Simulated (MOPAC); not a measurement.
MOPAC input (PM3):

```
PM3 FORCE THERMO(298,298) PRECISE LET CHARGE=-1 GEO-OK AUX(PRECISION=9) THREADS=1
C2H6N

C    -0.16478707 1   -0.07086526 1    1.30060353 1
N    -0.15566206 1    0.60016528 1    0.05950419 1
C     0.21299949 1   -0.25638836 1   -1.12551016 1
H     0.71563163 1   -0.62643072 1    1.61122852 1
H    -1.10027916 1   -0.55755892 1    1.54425808 1
H     0.54712098 1    1.31073774 1    0.08725977 1
H     1.19518193 1   -0.75506420 1   -1.05706508 1
H     0.21549736 1    0.33273081 1   -2.05492573 1
H    -0.53510879 1   -1.05181074 1   -1.23966766 1
```

Task: Which zero-point energy does it print?

Result: 46.87 kcal/mol, from the harmonic wavenumbers of PM3.
